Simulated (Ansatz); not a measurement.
Frontier orbitals of `[Li][F]`.

Charge 0, multiplicity 1. Correlated methods include outer-core shells of Li, which these sets cover unevenly. All single points use the PBE0-D4/def2-TZVP geometry. Basis def2-TZVPP, Ansatz 0.2.0.

| functional | HOMO (eV) | LUMO (eV) |
| --- | --- | --- |
| LC-ωPBE | -10.78 | 0.02 |

**Question.** Give HOMO and LUMO (eV) with LDA (SPW92), PBE, revPBE, BLYP, r2SCAN, B97M-V, PBE0, B3LYP, r2SCANh, r2SCAN0, HSE06 (plane-wave form), BHLYP, CAM-B3LYP, ωB97X-V, ωB97M-V, HF. (Estimate.)

**Answer.** Computed: 
```tsv
functional	HOMO	LUMO
LDA (SPW92)	-6.24	-1.36
PBE	-6.00	-1.51
revPBE	-5.91	-1.64
BLYP	-6.00	-1.59
r2SCAN	-6.29	-0.79
B97M-V	-6.39	-1.30
PBE0	-7.84	-1.01
B3LYP	-7.62	-1.28
r2SCANh	-7.01	-0.70
r2SCAN0	-8.10	-0.57
HSE06 (plane-wave form)	-7.42	-1.27
BHLYP	-9.77	-0.79
CAM-B3LYP	-9.51	-0.67
ωB97X-V	-10.44	0.08
ωB97M-V	-10.44	-0.58
HF	-12.89	0.06
```

B3LYP here is the variant with VWN-RPA as its local correlation; programs differ in this. LC-ωPBE has ω = 0.4 bohr⁻¹.
